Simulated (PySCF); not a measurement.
## Simulated absorption spectrum

B(H2O)H3.
SMILES: `[H]B([H])([H])<-O`

Method: TDDFT wB97X-D/def2-SVPD, vertical, gas phase, core orbitals frozen in the response in PySCF 2.14.0, density-fitted response routines. Isolated species at its PBE0-D3(BJ)/def2-SVP geometry, gas phase.

Computed states:

```json
{"state": "S1", "E (eV)": "6.61", "f": "0.0062"}
{"state": "S2", "E (eV)": "6.96", "f": "0.014"}
{"state": "S3", "E (eV)": "8.53", "f": "0.082"}
{"state": "S4", "E (eV)": "8.56", "f": "0.0009"}
{"state": "S5", "E (eV)": "8.73", "f": "0.091"}
{"state": "S6", "E (eV)": "8.92", "f": "0.0032"}
{"state": "S7", "E (eV)": "9.44", "f": "0.071"}
{"state": "S8", "E (eV)": "9.61", "f": "0.054"}
{"state": "S9", "E (eV)": "9.71", "f": "0.066"}
{"state": "S10", "E (eV)": "9.92", "f": "0.067"}
```

Each state is given a Gaussian of 0.5 eV full width at half maximum, with ε(max) = 2.175×10⁸ f / Δν̃ (Δν̃ the width in cm⁻¹). The width is an assumption, not a result. The curve ends short of the highest state used, and states not computed would add to its high-energy end.

(1) Give the broadened spectrum and its maxima.

(2) On this curve, what absorbance would a 10⁻⁴ mol/L sample give at 193 nm over a 1 cm path?

(3) Coming from long wavelengths, where does ε first pass 100 L mol⁻¹ cm⁻¹?

Answers

(1) 
```tsv
λ (nm)	ε (L mol⁻¹ cm⁻¹)
133.1	5203
135.8	2681
138.5	3961
141.2	7170
143.9	8417
146.6	6386
149.3	3220
152.0	1095
154.7	256
157.4	42
160.1	6
162.8	8
165.5	36
168.2	125
170.9	309
173.6	563
176.3	785
179.0	875
181.8	822
184.5	693
187.2	547
189.9	404
192.6	274
195.3	166
198.0	89
200.7	42
203.4	17
206.1	6
208.8	2
211.5	1
```

Maxima: 179 nm (6.92 eV), ε about 880, made up of S1 (14%) and S2 (86%); 144 nm (8.64 eV), ε about 8500, made up of S3 (46%) and S5 (53%) (ε in L mol⁻¹ cm⁻¹; maxima over ε = 5, shares over 10%). At its high-energy end, 9.32 eV, the curve is still rising (ε about 5300, from S7, S8 and S9).

(2) 193 nm is 6.424 eV, where ε is about 260 L mol⁻¹ cm⁻¹, so A = ε c l ≈ 0.026 (Beer–Lambert, with the gas-phase spectrum and the assumed width).

(3) At about 198 nm (6.28 eV), 0.34 eV below S1.

The run took 3.4 s on one thread, x86-64 server, no GPU, shared host.
